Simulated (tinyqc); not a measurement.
Inside a calculation (part 1 of 2). Method: RKS/exchange-only LDA in the sto-6g basis, for LiH, spin multiplicity 1. Computed by tinyqc, a small Python program that keeps every step (integrals from PySCF). Settings: charge = 0, multiplicity = 1, basis = sto-6g, energy threshold = 1e-09, iteration cap = 51, orthogonalisation = symmetric, start = highest core orbitals, DIIS depth = 3, method = RKS, functional = Slater exchange alone, grid = [20, 26]. Command: `OMP_NUM_THREADS=1 python tinyqc.py 25446 25447 out.jsonl` (the two numbers bound the seeds that draw the settings). One thread of a shared host (Intel(R) Xeon(R) Processor @ 2.60GHz), about 0.3 s of CPU time with the checks. Later iterations appear only in the table of the cycle.

## One-electron integrals

Geometry (angstrom):
```
atom         x         y         z
Li    0.000000  0.000000  0.000000
H     0.000000  0.000000  2.328000
```

Basis sto-6g: exponents (1/bohr^2) and contraction coefficients of normalised primitives:
```
element  l (shell)    exponent  coefficient
Li           s (1)  167.175846     0.009164
Li           s (1)   30.651508     0.049361
Li           s (1)    8.575187     0.168538
Li           s (1)    2.945808     0.370563
Li           s (1)    1.143944     0.416492
Li           s (1)    0.471139     0.130334
Li           s (2)    6.597564    -0.013253
Li           s (2)    1.305830    -0.046992
Li           s (2)    0.405851    -0.033785
Li           s (2)    0.156146     0.250242
Li           s (2)    0.067814     0.595117
Li           s (2)    0.031084     0.240706
Li           p (3)    6.597564     0.003760
Li           p (3)    1.305830     0.037679
Li           p (3)    0.405851     0.173897
Li           p (3)    0.156146     0.418036
Li           p (3)    0.067814     0.425860
Li           p (3)    0.031084     0.101708
H            s (1)   35.523221     0.009164
H            s (1)    6.513144     0.049361
H            s (1)    1.822143     0.168538
H            s (1)    0.625955     0.370563
H            s (1)    0.243077     0.416492
H            s (1)    0.100112     0.130334
```

Overlap, kinetic and nuclear-attraction integrals over the contracted functions; the nuclear repulsion is the sum of Za Zb / Rab.

nuclear repulsion = 0.68192940 hartree

overlap S:
```
           1Li 1s    1Li 2s   1Li 2px   1Li 2py   1Li 2pz     2H 1s
1Li 1s   1.000000  0.235742  0.000000  0.000000  0.000000  0.013765
1Li 2s   0.235742  1.000000  0.000000  0.000000  0.000000  0.232192
1Li 2px  0.000000  0.000000  1.000000  0.000000  0.000000  0.000000
1Li 2py  0.000000  0.000000  0.000000  1.000000  0.000000  0.000000
1Li 2pz  0.000000  0.000000  0.000000  0.000000  1.000000  0.337951
2H 1s    0.013765  0.232192  0.000000  0.000000  0.337951  1.000000
```

kinetic energy T (hartree):
```
            1Li 1s     1Li 2s   1Li 2px   1Li 2py   1Li 2pz      2H 1s
1Li 1s    3.616742  -0.110723  0.000000  0.000000  0.000000  -0.005910
1Li 2s   -0.110723   0.106524  0.000000  0.000000  0.000000   0.008419
1Li 2px   0.000000   0.000000  0.320007  0.000000  0.000000   0.000000
1Li 2py   0.000000   0.000000  0.000000  0.320007  0.000000   0.000000
1Li 2pz   0.000000   0.000000  0.000000  0.000000  0.320007   0.038636
2H 1s    -0.005910   0.008419  0.000000  0.000000  0.038636   0.768522
```

nuclear attraction V (hartree):
```
            1Li 1s     1Li 2s    1Li 2px    1Li 2py    1Li 2pz      2H 1s
1Li 1s   -8.294454  -0.881948   0.000000   0.000000  -0.008041  -0.053059
1Li 2s   -0.881948  -1.420735   0.000000   0.000000  -0.081246  -0.350278
1Li 2px   0.000000   0.000000  -1.400718   0.000000   0.000000   0.000000
1Li 2py   0.000000   0.000000   0.000000  -1.400718   0.000000   0.000000
1Li 2pz  -0.008041  -0.081246   0.000000   0.000000  -1.460619  -0.515826
2H 1s    -0.053059  -0.350278   0.000000   0.000000  -0.515826  -1.921410
```

core Hamiltonian H = T + V (hartree):
```
            1Li 1s     1Li 2s    1Li 2px    1Li 2py    1Li 2pz      2H 1s
1Li 1s   -4.677712  -0.992671   0.000000   0.000000  -0.008041  -0.058969
1Li 2s   -0.992671  -1.314212   0.000000   0.000000  -0.081246  -0.341859
1Li 2px   0.000000   0.000000  -1.080711   0.000000   0.000000   0.000000
1Li 2py   0.000000   0.000000   0.000000  -1.080711   0.000000   0.000000
1Li 2pz  -0.008041  -0.081246   0.000000   0.000000  -1.140612  -0.477189
2H 1s    -0.058969  -0.341859   0.000000   0.000000  -0.477189  -1.152887
```

## Two-electron integrals

Functions are numbered as in S; the eight-fold symmetry (ij|kl) = (ji|kl) = (kl|ij) leaves the list below.

Two-electron integrals (ij|kl) in chemists' order, unique and non-zero (hartree):
```
(11|11) 1.681247   (21|11) 0.242603   (21|21) 0.044507   (22|11) 0.397190
(22|21) 0.090279   (22|22) 0.290625   (31|31) 0.009437   (32|31) 0.014261
(32|32) 0.064236   (33|11) 0.397190   (33|21) 0.090279   (33|22) 0.290625
(33|33) 0.313125   (41|41) 0.009437   (42|41) 0.014261   (42|42) 0.064236
(43|43) 0.016875   (44|11) 0.397190   (44|21) 0.090279   (44|22) 0.290625
(44|33) 0.279374   (44|44) 0.313125   (51|51) 0.009437   (52|51) 0.014261
(52|52) 0.064236   (53|53) 0.016875   (54|54) 0.016875   (55|11) 0.397190
(55|21) 0.090279   (55|22) 0.290625   (55|33) 0.279374   (55|44) 0.279374
(55|55) 0.313125   (61|11) 0.013705   (61|21) 0.002485   (61|22) 0.005180
(61|33) 0.005104   (61|44) 0.005104   (61|51) 0.000335   (61|52) 0.000714
(61|55) 0.005332   (61|61) 0.000154   (62|11) 0.066339   (62|21) 0.015459
(62|22) 0.057459   (62|33) 0.054123   (62|44) 0.054123   (62|51) 0.002428
(62|52) 0.017923   (62|55) 0.064129   (62|61) 0.001074   (62|62) 0.023891
(63|31) 0.000885   (63|32) 0.004924   (63|53) 0.002240   (63|63) 0.001134
(64|41) 0.000885   (64|42) 0.004924   (64|54) 0.002240   (64|64) 0.001134
(65|11) 0.091655   (65|21) 0.021480   (65|22) 0.081772   (65|33) 0.076206
(65|44) 0.076206   (65|51) 0.003786   (65|52) 0.027974   (65|55) 0.092904
(65|61) 0.001530   (65|62) 0.036548   (65|65) 0.056219   (66|11) 0.227270
(66|21) 0.053556   (66|22) 0.217938   (66|33) 0.200467   (66|44) 0.200467
(66|51) 0.008000   (66|52) 0.076638   (66|55) 0.252881   (66|61) 0.003784
(66|62) 0.122122   (66|65) 0.191566   (66|66) 0.774999
```

## Orthogonalisation

S = U s U^T; symmetric (Loewdin) form X = U s^(-1/2) U^T, so that X^T S X = 1.

eigenvalues of S: 0.568337  0.812595  1.000000  1.000000  1.177815  1.441253

X:
```
            1Li 1s     1Li 2s   1Li 2px   1Li 2py    1Li 2pz      2H 1s
1Li 1s    1.022267  -0.125646  0.000000  0.000000  -0.004913   0.016481
1Li 2s   -0.125646   1.046309  0.000000  0.000000   0.034702  -0.133738
1Li 2px   0.000000   0.000000  1.000000  0.000000   0.000000   0.000000
1Li 2py   0.000000   0.000000  0.000000  1.000000   0.000000   0.000000
1Li 2pz  -0.004913   0.034702  0.000000  0.000000   1.048993  -0.189666
2H 1s     0.016481  -0.133738  0.000000  0.000000  -0.189666   1.072635
```

## Starting guess

The start is the highest orbitals of the core Hamiltonian (a deliberately bad start); D = 2 C_occ C_occ^T.

D at the start:
```
            1Li 1s     1Li 2s   1Li 2px   1Li 2py    1Li 2pz      2H 1s
1Li 1s    0.000810  -0.005766  0.000000  0.000000  -0.034545   0.036765
1Li 2s   -0.005766   0.041033  0.000000  0.000000   0.245822  -0.261619
1Li 2px   0.000000   0.000000  0.218053  0.623345   0.000000   0.000000
1Li 2py   0.000000   0.000000  0.623345  1.781947   0.000000   0.000000
1Li 2pz  -0.034545   0.245822  0.000000  0.000000   1.472669  -1.567311
2H 1s     0.036765  -0.261619  0.000000  0.000000  -1.567311   1.668035
```

## Iteration 1: exchange-correlation on the grid

Becke grid with 20 radial and 26 angular points per atom, points of zero weight dropped. rho = sum D_ij phi_i phi_j; V_xc,ij = sum w v_xc phi_i phi_j; v_xc is d(rho eps)/d rho.

The 16 grid points with the largest w rho, of 1030 (bohr, atomic units):
```
x                  y          z         w       rho     eps_xc       v_xc
0.000000   -2.767972   0.000000  3.427956  0.017062  -0.190136  -0.253515
0.000000    2.767972   0.000000  3.427956  0.017062  -0.190136  -0.253515
0.000000   -3.593052   0.000000  7.004677  0.007696  -0.145818  -0.194424
0.000000    3.593052   0.000000  7.004677  0.007696  -0.145818  -0.194424
0.000000   -2.090152   0.000000  1.598011  0.028854  -0.226528  -0.302037
0.000000    2.090152   0.000000  1.598011  0.028854  -0.226528  -0.302037
-1.957252  -1.957252   0.000000  2.742364  0.015552  -0.184352  -0.245803
1.957252    1.957252   0.000000  2.742364  0.015552  -0.184352  -0.245803
0.000000    0.000000  -2.767972  3.427979  0.011484  -0.166628  -0.222170
-2.540671  -2.540671   0.000000  5.603742  0.007015  -0.141384  -0.188512
2.540671    2.540671   0.000000  5.603742  0.007015  -0.141384  -0.188512
0.000000    1.957252  -1.957252  2.742384  0.013756  -0.176963  -0.235951
0.000000   -1.957252  -1.957252  2.742384  0.013756  -0.176963  -0.235951
0.000000   -1.957252   1.957252  2.690032  0.014005  -0.178023  -0.237365
0.000000    1.957252   1.957252  2.690032  0.014005  -0.178023  -0.237365
0.000000    0.000000  -3.593052  7.004964  0.005169  -0.127696  -0.170261
```

electrons on the grid, sum of w rho = 4.030868

E_xc = sum of w rho eps_xc = -0.79909907 hartree

V_xc (hartree):
```
            1Li 1s     1Li 2s    1Li 2px    1Li 2py    1Li 2pz      2H 1s
1Li 1s   -0.220503  -0.060213   0.000000   0.000000  -0.000052  -0.003426
1Li 2s   -0.060213  -0.187263   0.000000   0.000000  -0.000808  -0.050160
1Li 2px   0.000000   0.000000  -0.162336  -0.016388   0.000000   0.000000
1Li 2py   0.000000   0.000000  -0.016388  -0.206046   0.000000   0.000000
1Li 2pz  -0.000052  -0.000808   0.000000   0.000000  -0.193409  -0.075359
2H 1s    -0.003426  -0.050160   0.000000   0.000000  -0.075359  -0.367079
```

## Iteration 1: building the Kohn-Sham matrix

J_ij = sum D_kl (ij|kl); F = H + J + V_xc; E = tr D H + tr D J / 2 + E_xc + E_nn.

Coulomb J (hartree):
```
           1Li 1s    1Li 2s   1Li 2px   1Li 2py   1Li 2pz     2H 1s
1Li 1s   1.452262  0.330992  0.000000  0.000000  0.006589  0.019549
1Li 2s   0.330992  1.097969  0.000000  0.000000  0.061419  0.290284
1Li 2px  0.000000  0.000000  1.056305  0.021038  0.000000  0.000000
1Li 2py  0.000000  0.000000  0.021038  1.109087  0.000000  0.000000
1Li 2pz  0.006589  0.061419  0.000000  0.000000  1.128517  0.430206
2H 1s    0.019549  0.290284  0.000000  0.000000  0.430206  1.447597
```

Kohn-Sham matrix F (hartree):
```
            1Li 1s     1Li 2s    1Li 2px    1Li 2py    1Li 2pz      2H 1s
1Li 1s   -3.445953  -0.721892   0.000000   0.000000  -0.001504  -0.042846
1Li 2s   -0.721892  -0.403506   0.000000   0.000000  -0.020635  -0.101736
1Li 2px   0.000000   0.000000  -0.186742   0.004650   0.000000   0.000000
1Li 2py   0.000000   0.000000   0.004650  -0.177670   0.000000   0.000000
1Li 2pz  -0.001504  -0.020635   0.000000   0.000000  -0.205504  -0.122342
2H 1s    -0.042846  -0.101736   0.000000   0.000000  -0.122342  -0.072370
```

total energy of this density = -1.85538485 hartree

## Iteration 1: diagonalisation and new density

Diagonalise F' = X^T F X, C = X C', fill 2 alpha and 2 beta electrons from the bottom; D = 2 C_occ C_occ^T. Each column has its largest component positive (the first on a tie).

F' = X^T F X (hartree):
```
           1          2          3          4          5          6
1  -3.423083  -0.285209   0.000000   0.000000  -0.000994   0.001634
2  -0.285209  -0.281197   0.000000   0.000000  -0.004130  -0.062879
3   0.000000   0.000000  -0.186742   0.004650   0.000000   0.000000
4   0.000000   0.000000   0.004650  -0.177670   0.000000   0.000000
5  -0.000994  -0.004130   0.000000   0.000000  -0.180605  -0.088189
6   0.001634  -0.062879   0.000000   0.000000  -0.088189  -0.019213
```

orbital energies (hartree): MO1 -3.448769, MO2 -0.279834, MO3 -0.206147, MO4 -0.188702, MO5 -0.175710, MO6 0.030651

coefficients C:
```
               MO1        MO2        MO3        MO4       MO5        MO6
1Li 1s    1.006891  -0.189573   0.089422   0.000000  0.000000   0.057857
1Li 2s   -0.031427   0.904482  -0.442947   0.000000  0.000000  -0.338175
1Li 2px   0.000000   0.000000   0.000000   0.921485  0.388413   0.000000
1Li 2py   0.000000   0.000000   0.000000  -0.388413  0.921485   0.000000
1Li 2pz  -0.001534   0.309296   0.845491   0.000000  0.000000  -0.571897
2H 1s     0.005601   0.166038   0.181288   0.000000  0.000000   1.069678
```

D after iteration 1:
```
            1Li 1s     1Li 2s   1Li 2px   1Li 2py    1Li 2pz      2H 1s
1Li 1s    2.099537  -0.406218  0.000000  0.000000  -0.120358  -0.051674
1Li 2s   -0.406218   1.638151  0.000000  0.000000   0.559602   0.300005
1Li 2px   0.000000   0.000000  0.000000  0.000000   0.000000   0.000000
1Li 2py   0.000000   0.000000  0.000000  0.000000   0.000000   0.000000
1Li 2pz  -0.120358   0.559602  0.000000  0.000000   0.191333   0.102693
2H 1s    -0.051674   0.300005  0.000000  0.000000   0.102693   0.055200
```

## Iteration 2: exchange-correlation on the grid

As before.

The 16 grid points with the largest w rho, of 1030 (bohr, atomic units):
```
x                  y          z         w       rho     eps_xc       v_xc
0.000000    0.000000   2.767972  2.286776  0.019211  -0.197806  -0.263741
0.000000    0.000000   2.090152  1.554381  0.024788  -0.215345  -0.287126
1.957252    0.000000   1.957252  2.690032  0.011168  -0.165088  -0.220117
0.000000    1.957252   1.957252  2.690032  0.011168  -0.165088  -0.220117
0.000000   -1.957252   1.957252  2.690032  0.011168  -0.165088  -0.220117
-1.957252   0.000000   1.957252  2.690032  0.011168  -0.165088  -0.220117
0.000000    0.000000  -0.492881  0.032651  0.902988  -0.713859  -0.951812
-0.492881   0.000000   0.000000  0.032651  0.891150  -0.710726  -0.947634
0.000000    0.492881   0.000000  0.032651  0.891150  -0.710726  -0.947634
0.492881    0.000000   0.000000  0.032651  0.891150  -0.710726  -0.947634
0.000000   -0.492881   0.000000  0.032651  0.891150  -0.710726  -0.947634
0.000000    0.000000   0.492881  0.032651  0.883763  -0.708756  -0.945009
2.540671    0.000000   2.540671  4.968755  0.005231  -0.128210  -0.170946
0.000000    2.540671   2.540671  4.968755  0.005231  -0.128210  -0.170946
0.000000   -2.540671   2.540671  4.968755  0.005231  -0.128210  -0.170946
-2.540671   0.000000   2.540671  4.968755  0.005231  -0.128210  -0.170946
```

electrons on the grid, sum of w rho = 4.004314

E_xc = sum of w rho eps_xc = -1.76482541 hartree

V_xc (hartree):
```
            1Li 1s     1Li 2s    1Li 2px    1Li 2py    1Li 2pz      2H 1s
1Li 1s   -0.973903  -0.112343   0.000000   0.000000  -0.004488  -0.006860
1Li 2s   -0.112343  -0.168344   0.000000   0.000000  -0.036883  -0.044469
1Li 2px   0.000000   0.000000  -0.167409   0.000000   0.000000   0.000000
1Li 2py   0.000000   0.000000   0.000000  -0.167409   0.000000   0.000000
1Li 2pz  -0.004488  -0.036883   0.000000   0.000000  -0.170204  -0.065167
2H 1s    -0.006860  -0.044469   0.000000   0.000000  -0.065167  -0.212542
```

## Iteration 2: building the Kohn-Sham matrix

As before.

Coulomb J (hartree):
```
           1Li 1s    1Li 2s   1Li 2px   1Li 2py   1Li 2pz     2H 1s
1Li 1s   4.129150  0.654745  0.000000  0.000000  0.016332  0.038132
1Li 2s   0.654745  1.355027  0.000000  0.000000  0.089116  0.281065
1Li 2px  0.000000  0.000000  1.348775  0.000000  0.000000  0.000000
1Li 2py  0.000000  0.000000  0.000000  1.348775  0.000000  0.000000
1Li 2pz  0.016332  0.089116  0.000000  0.000000  1.367535  0.401000
2H 1s    0.038132  0.281065  0.000000  0.000000  0.401000  1.077907
```

Kohn-Sham matrix F (hartree):
```
            1Li 1s     1Li 2s   1Li 2px   1Li 2py    1Li 2pz      2H 1s
1Li 1s   -1.522464  -0.450269  0.000000  0.000000   0.003802  -0.027697
1Li 2s   -0.450269  -0.127528  0.000000  0.000000  -0.029013  -0.105264
1Li 2px   0.000000   0.000000  0.100655  0.000000   0.000000   0.000000
1Li 2py   0.000000   0.000000  0.000000  0.100655   0.000000   0.000000
1Li 2pz   0.003802  -0.029013  0.000000  0.000000   0.056719  -0.141357
2H 1s    -0.027697  -0.105264  0.000000  0.000000  -0.141357  -0.287523
```

total energy of this density = -7.40765847 hartree

## Iteration 2: DIIS over 2 matrices

error matrix X^T (FDS - SDF) X:
```
           1          2         3         4          5          6
1   0.000000   0.065093  0.000000  0.000000  -0.081247  -0.123939
2  -0.065093   0.000000  0.000000  0.000000  -0.011159   0.308600
3   0.000000   0.000000  0.000000  0.000000   0.000000   0.000000
4   0.000000   0.000000  0.000000  0.000000   0.000000   0.000000
5   0.081247   0.011159  0.000000  0.000000   0.000000   0.117417
6   0.123939  -0.308600  0.000000  0.000000  -0.117417   0.000000
```

B (overlaps of the stored error matrices):
```
               1              2
1  5.7986708e-02  2.0791095e-03
2  2.0791095e-03  2.7068889e-01
```

Minimise |sum c_i e_i|^2 with sum c_i = 1: solve [B -1; -1 0][c; lambda] = [0; -1] with B_ij = tr e_i^T e_j, and take F = sum c_i F_i.

DIIS coefficients: 0.827721  0.172279

extrapolated F (hartree):
```
            1Li 1s     1Li 2s    1Li 2px    1Li 2py    1Li 2pz      2H 1s
1Li 1s   -3.114576  -0.675097   0.000000   0.000000  -0.000590  -0.040237
1Li 2s   -0.675097  -0.355961   0.000000   0.000000  -0.022078  -0.102344
1Li 2px   0.000000   0.000000  -0.137229   0.003849   0.000000   0.000000
1Li 2py   0.000000   0.000000   0.003849  -0.129721   0.000000   0.000000
1Li 2pz  -0.000590  -0.022078   0.000000   0.000000  -0.160328  -0.125618
2H 1s    -0.040237  -0.102344   0.000000   0.000000  -0.125618  -0.109436
```

## Iteration 2: diagonalisation and new density

As before.

F' = X^T F X (hartree):
```
           1          2          3          4          5          6
1  -3.087984  -0.283498   0.000000   0.000000  -0.000703   0.003669
2  -0.283498  -0.236652   0.000000   0.000000  -0.002977  -0.064545
3   0.000000   0.000000  -0.137229   0.003849   0.000000   0.000000
4   0.000000   0.000000   0.003849  -0.129721   0.000000   0.000000
5  -0.000703  -0.002977   0.000000   0.000000  -0.130977  -0.093461
6   0.003669  -0.064545   0.000000   0.000000  -0.093461  -0.057980
```

orbital energies (hartree): MO1 -3.115901, MO2 -0.247749, MO3 -0.167971, MO4 -0.138851, MO5 -0.128098, MO6 0.018028

coefficients C:
```
               MO1        MO2        MO3        MO4       MO5        MO6
1Li 1s    1.005043  -0.174060   0.127253   0.000000  0.000000   0.067158
1Li 2s   -0.022600   0.789984  -0.607028   0.000000  0.000000  -0.369556
1Li 2px   0.000000   0.000000   0.000000   0.921485  0.388413   0.000000
1Li 2py   0.000000   0.000000   0.000000  -0.388413  0.921485   0.000000
1Li 2pz  -0.001279   0.349516   0.720937   0.000000  0.000000  -0.704041
2H 1s     0.004176   0.315496   0.273579   0.000000  0.000000   1.015025
```

D after iteration 2:
```
            1Li 1s     1Li 2s   1Li 2px   1Li 2py    1Li 2pz      2H 1s
1Li 1s    2.080817  -0.320438  0.000000  0.000000  -0.124244  -0.101436
1Li 2s   -0.320438   1.249170  0.000000  0.000000   0.552281   0.498284
1Li 2px   0.000000   0.000000  0.000000  0.000000   0.000000   0.000000
1Li 2py   0.000000   0.000000  0.000000  0.000000   0.000000   0.000000
1Li 2pz  -0.124244   0.552281  0.000000  0.000000   0.244326   0.220531
2H 1s    -0.101436   0.498284  0.000000  0.000000   0.220531   0.199110
```
